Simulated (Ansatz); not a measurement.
The input, for Ansatz 0.2.0:

```yaml
crystal:
  periodic: [false, false, false]
  atoms:
    - {symbol: Be, position_ang: [0.000000, -0.086495, 1.997252]}
    - {symbol: Mg, position_ang: [0.000000, -0.059248, -0.573825]}
    - {symbol: H, position_ang: [0.000000, 1.026591, 1.114812]}
    - {symbol: H, position_ang: [0.000000, 1.175463, -5.135684]}
basis:
  gaussian: {orbitals: 6-31G, fitting: {mean_field: def2-universal-jkfit}}
magnetization: {spin_polarized: false, initial_magnetization: 2}
hamiltonian: {xc: {name: B3LYP}}
correlation: {method: ccsd_t, electrons: valence, diis_vectors: 2}
accuracy: high
scf: {lower_state_search: full}
output: {forces: true}
```

```sh
$ ansatz run in.yaml --threads 1 --pin off --events-out ev --progress --plain --max-ram 2393MiB
```

Roughly how long does this take on 1 thread of Arm Neoverse V2, shared host, and how much host memory?

7.5 s wall and 0.15 GiB.

```
199 factors; integrals over basis functions are off by at most 2.1e-1 eV
mean field evaluation 1: about -5866.8182 eV, gradient 1.6e1 eV
mean field evaluation 2: about -5866.8179 eV, gradient 1.6e1 eV
mean field evaluation 4: about -5870.3714 eV, gradient 1.4e1 eV
mean field evaluation 8: about -5870.7303 eV, gradient 8.9e0 eV
mean field evaluation 16: about -5872.8159 eV, gradient 2.9e-7 eV
mean field evaluation 32: about -5857.3629 eV, gradient 1.5e1 eV
mean field evaluation 64: about -5870.7271 eV, gradient 5.4e0 eV
mean field -5872.81594069 eV, -215.8220050827 hartree, gradient 9.6e-9 eV, S^2 2.000000; 4 other end points of the search recorded, 0 dependent functions left out
unrestricted determinant -5856.25788835 eV, -215.2135078827 hartree, S^2 2.5487
1 core orbitals not correlated: weight in the atoms' cores, before any rotation towards them, 1.000 or more for the frozen orbitals, at most 0.000 for the correlated occupied ones
reference -5855.80795526 eV, -215.1969731467 hartree; 9, 7 occupied and 16, 18 virtual orbitals, 199 factors
second order -1.31446759 eV of doubles, -0.17083165 eV of singles
cycle   1  -1.79632532 eV  change   -3.1e-1 eV  update   8.2e-2
cycle   2  -2.00023644 eV  change   -2.0e-1 eV  update   4.0e-2
cycle   3  -2.01822962 eV  change   -1.8e-2 eV  update   1.5e-2
...
cycle  62  -2.03180496 eV  change   -3.3e-9 eV  update   2.1e-8
cycle  63  -2.03180496 eV  change    2.6e-9 eV  update   1.2e-8
cycle  64  -2.03180496 eV  change   1.3e-11 eV  update   8.0e-9
cycle  65  -2.03180496 eV  change  -7.8e-11 eV  update   6.4e-9
cycle  66  -2.03180496 eV  change  -3.2e-10 eV  update   5.5e-9
cycle  67  -2.03180496 eV  change  -3.3e-10 eV  update   4.5e-9
cycle  68  -2.03180496 eV  change  -2.1e-10 eV  update   3.7e-9
cycle  69  -2.03180496 eV  change  -5.5e-11 eV  update   3.0e-9
cycle  70  -2.03180496 eV  change   4.8e-11 eV  update   2.3e-9
cycle  71  -2.03180496 eV  change   1.5e-10 eV  update   2.0e-9
perturbative correction -0.05282826 eV, -0.0019414027 hartree
the calculation of the forces begins
Total energy: -5857.89258848 eV, -215.2735820045 hartree
Atom 0 at     0.000000    -0.086495     1.997252 Å, force     0.000000     0.332346     0.101008 eV/Å
Atom 1 at     0.000000    -0.059248    -0.573825 Å, force     0.000000    -0.565306    -1.254537 eV/Å
Atom 2 at     0.000000     1.026591     1.114812 Å, force     0.000000     0.233292     1.152499 eV/Å
Atom 3 at     0.000000     1.175463    -5.135684 Å, force    -0.000000    -0.000332     0.001029 eV/Å
Dipole moment:     0.000000     0.216437     0.100804 e Å
```

Forces (eV/Å):
```
Be   0.000  0.332  0.101
Mg   0.000 -0.565 -1.255
H    0.000  0.233  1.152
H    0.000  0.000  0.001
```
